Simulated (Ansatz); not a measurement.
**BNH (doublet): from Hartree-Fock to the top rungs at distance B1–N2 = 4.209 Å, 6-31G**

Aim: climb from Hartree-Fock through coupled cluster and multireference methods for BNH (doublet) at one geometry and basis, and see what each rung misses.

The runs use Ansatz 0.2.0, Gaussian basis; 6-31G, core rule «outside noble gas», up to 2 orbitals frozen.

Plan: UHF; CCSD(T) on UHF; BCCD(T) on ROHF; CISD; CCSDT(Q) on UHF; CISDTQ; CASSCF and MRCISD+Q, 3 electrons in 3 orbitals; CASSCF and NEVPT2, 3 electrons in 3 orbitals; CASSCF and MRCISD+Q, 9 electrons in 9 orbitals; CASSCF and NEVPT2, 9 electrons in 9 orbitals; Full CI.

24 further runs of the same task are left out: 5 for a known fault of the program, 16 that didn't finish, 3 set aside as unsound or not needed.

**1. The system**

The geometry derives from a PBE0/def2-TZVP stationary point (not a proven minimum). One bond is set to the value named and the two fragments are kept rigid.

3 atoms, charge 0, spin multiplicity 2.

Atoms are counted from 1 here; the program's logs count them from 0.

Bond lengths: N2–H3 0.993 Å.

**2. UHF**

in.yaml

```yaml
crystal:
  periodic: [false, false, false]
  atoms:
    - {symbol: B, position_ang: [0.000000, 0.000000, -3.136880]}
    - {symbol: N, position_ang: [0.000000, 0.000000, 1.072120]}
    - {symbol: H, position_ang: [0.000000, 0.000000, 2.064759]}
basis:
  gaussian: {orbitals: 6-31G}
magnetization: {spin_polarized: true, initial_magnetization: 1}
hamiltonian: {xc: hf}
output: {orbitals: {seedname: orbitals}}
```

Run with:

```bash
> ansatz run in.yaml --threads 1 --pin off --events-out ev --progress --plain --max-ram 2393MiB
```

The runs that follow: CCSD(T) on UHF; BCCD(T) on ROHF; CISD; CCSDT(Q) on UHF; CISDTQ; CASSCF and MRCISD+Q, 3 electrons in 3 orbitals; CASSCF and NEVPT2, 3 electrons in 3 orbitals; CASSCF and MRCISD+Q, 9 electrons in 9 orbitals; CASSCF and NEVPT2, 9 electrons in 9 orbitals; Full CI.

Before running them: what should the planned runs give, taken together? Wanted: FCI below the UHF energy; UMP2 from FCI; UCCSD(T) from FCI; UCCSDT(Q) from FCI; NEVPT2 pair from FCI; MRCISD+Q pair from FCI; NEVPT2 valence from FCI; effectively unpaired electrons.

The runs gave:

| quantity | value |
| --- | --- |
| FCI below the UHF energy | -2.9888 eV |
| UMP2 from FCI | +20.19 kcal/mol |
| UCCSD(T) from FCI | +0.21 kcal/mol |
| UCCSDT(Q) from FCI | -0.01 kcal/mol |
| NEVPT2 pair from FCI | +21.19 kcal/mol |
| MRCISD+Q pair from FCI | -0.86 kcal/mol |
| NEVPT2 valence from FCI | +9.42 kcal/mol |
| levels within 1 kcal/mol (43 meV) | UCCSD, UCCSD(T), BCCD(T), UCCSDT, UCCSDT(Q), MRCISD+Q pair, MRCISD valence, MRCISD+Q valence |
| effectively unpaired electrons | 3.08 |

What this shows: UCCSD(T) lands +0.21 kcal/mol from the yardstick (0.3 % of the correlation energy). MRCISD+Q pair falls below full CI: the +Q correction isn't variational, and the cores differ from full CI's. The occupations show strong static correlation (3.1 unpaired electrons where one determinant has 1). Coupled cluster on one determinant still stays close here. Of the multireference levels listed MRCISD+Q valence comes nearest in total energy (+0.03 kcal/mol), which doesn't show that its space is the better one. These misses are within one basis, not against nature; the frozen cores of restricted and unrestricted runs differ, which can shift their rows.
